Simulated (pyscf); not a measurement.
Structures and frequencies: ωB97X-D3(BJ)/def2-SVP in PySCF.

### Question
`[OH][GeH]([Cl])[Cl]` + `[H][H]` -> `[Cl][GeH2][Cl]` + `[OH2]`
Surface: singlet. Broken: Ge–O, H–H. Formed: Ge–H, H–O. Give ΔE‡ and ΔE from ωB97M-D3(BJ)/def2-TZVP, relative to the separated reactants.

### Answer
ΔE‡ = 46.6 kcal/mol, ΔE = +5.5 kcal/mol. Zero-point energy shifts the barrier by +2.4 kcal/mol. It is a four-centre exchange, with an imaginary mode of 1498i cm⁻¹. On the product side the descent ends in a complex, 5.9 kcal/mol under the separated species and 46.7 kcal/mol under the saddle at ωB97X-D3(BJ)/def2-TZVP. One saddle was located; it need not be the lowest between these sides. Elements up to Kr have no core potential and no relativistic terms here.
